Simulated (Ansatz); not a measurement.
Results of PBE in Ansatz (PAW) for zinc-blende HgS (metastable phase).

Input file:

Ansatz 0.2 input:
```yaml
crystal:
  lattice:
    - [0.0, 2.9549612415, 2.9549612415]
    - [2.9549612415, 0.0, 2.9549612415]
    - [2.9549612415, 2.9549612415, 0.0]
  atoms:
    - { symbol: Hg, position: [0.0, 0.0, 0.0] }
    - { symbol: S, position: [0.25, 0.25, 0.25] }
basis:
  ecutwfc: 520
  ecutrho_ratio: 4
  xc_grid: 2
kpoints:
  mp_grid: { grid: [10, 10, 10] }
hamiltonian:
  xc: pbe
  dispersion: none
  pseudopotentials: { kind: paw }
scf:
  occupations: { method: fermi_dirac, width: 0.01 }
  convergence: { dr2_threshold: 0.0000000002 }
output:
  forces: true
  stress: true
  eigenvalues: true
```

Problem. How many irreducible k-points, plane waves at Γ does the program set up, and what pressure does the run end with?

Solution. 47 irreducible k-points, 1411 plane waves at Γ; P = 2.29 GPa, so the cell is compressed on average and its volume would grow at this level.

Output (set-up and result lines):

```
Crystal: 2 atoms, lattice volume = 51.604 Å³
Basis set: ecut = 520 eV, 1411 PW (Γ), exchange–correlation on 64×64×64 points (8 copies of the dense FFT grid, shifted against one another)
Bands: 17, of which v1, the nominal top of the filled ones, is band 13 counted from 1 (12 counted from 0)
Symmetry: 24 space group operations
Space group: F-43m (ITA 216), of the structure as read, at distance tolerance 3.7e-5 Å
k-points: 47 of 1000 (time reversal used)
Functional: x = pbe(κ = 0.804, μ = 0.2195149727645171), c = pbe(β = 0.06672455060314922)
SCF iter   1: F=—  HF=-14715.797590 eV  |F-HF|=—  |Δ(HF+E_count)|=         —  Δρ=1.09e-3  dr2=6.74e-4
SCF iter   2: F=—  HF=-14715.798192 eV  |F-HF|=—  |Δ(HF+E_count)|=   6.02e-4  Δρ=5.38e-4  dr2=8.89e-5
  ...
SCF iter   6: F=—  HF=-14715.798254 eV  |F-HF|=—  |Δ(HF+E_count)|=   1.37e-7  Δρ=2.48e-6  dr2=3.90e-9
SCF iter   7: F=-14715.798254 eV  HF=-14715.798254 eV  |F-HF|=2.18e-10  |Δ(HF+E_count)|=   2.26e-9  Δρ=3.53e-7  dr2=4.74e-11
SCF 1 converged in 7 iterations: F = -14715.798254 eV  dr2 = 4.74e-11
SCF converged after 7 iterations
Free energy (F): -14715.798254 eV
Internal energy: -14715.798216 eV  (E = F + TS)
E sigma→0 (E₀):  -14715.798235 eV
Fermi energy:    7.855945 eV
--- Stress (GPa, compression-positive) ---
        2.290119      -0.000000      -0.000000
       -0.000000       2.290119       0.000000
       -0.000000       0.000000       2.290119
  P = ⅓ Tr σ = 2.2901 GPa (22.901 kbar)
```

The cell is one volume of an energy–volume scan, off the minimum.

Ansatz is a first-principles code.
